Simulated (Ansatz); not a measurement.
Working through a ladder of basis sets of BH2N, SMILES B[N]

Program: the Ansatz DFT code, driven from Python.

At the Python prompt:
```pycon
>>> import ansatz as az
>>> geometry_ang = [
...     ("B", [-0.083, 0.006, 0.0154]),
...     ("N", [1.3974, -0.1255, -0.3005]),
...     ("H", [-0.6914, 0.9367, -0.3829]),
...     ("H", [-0.623, -0.8172, 0.6679]),
... ]
>>> mol = az.Crystal.molecule()
>>> for symbol, xyz in geometry_ang:
...     mol = mol.atom(symbol, xyz)
...
>>> calc = (
...     mol.calculation()
...     .functional("b3lyp")
...     .spin("collinear", total=2)
... )
>>> energies = {}
>>> for basis in ["cc-pVDZ", "cc-pVTZ"]:
...     r = calc.basis(gaussian=basis).run(threads=1).report
...     size = r["n_frozen"] + r["n_occupied"][0] + r["n_virtual"][0]
...     energies[basis] = (r["reference_energy_ev"] / 27.211386246, r["free_energy_ev"] / 27.211386246)
...     print(f"{basis:14s} {size:4d} orbitals  reference {energies[basis][0]:14.6f} Ha  total {energies[basis][1]:14.6f} Ha")
...
cc-pVDZ          38 orbitals  reference     -80.675305 Ha  total     -80.675305 Ha
cc-pVTZ          88 orbitals  reference     -80.702351 Ha  total     -80.702351 Ha
>>> last = energies["cc-pVTZ"][1]
>>> for basis, (_, total) in energies.items():
...     print(f"{basis:14s} lies {27.211386 * (total - last):9.4f} eV above cc-pVTZ")
...
cc-pVDZ        lies    0.7360 eV above cc-pVTZ
cc-pVTZ        lies    0.0000 eV above cc-pVTZ
```

Against cc-pVDZ: cc-pVTZ -27.0 mHa. The last step alone is -27.05 mHa. From the first set to the last the time grows from 0.7 to 1.4 s.

Caveats:
- These settings explore the input space; basis and method may be short of convergence.
- The geometry is a force-field or estimated start, not a minimum of this method, and the last set is no limit. Much of the fall in a total is atomic energy, which cancels in bond and reaction energies.
- The species is open-shell (spin multiplicity 3).
- b3lyp holds the VWN-RPA fit, as in Gaussian; the form of ORCA and Turbomole is b3lyp5.
- Timing: 2.4 s on 1 thread of Arm Neoverse V2, with other jobs on the host, peak memory 0.18 GiB.
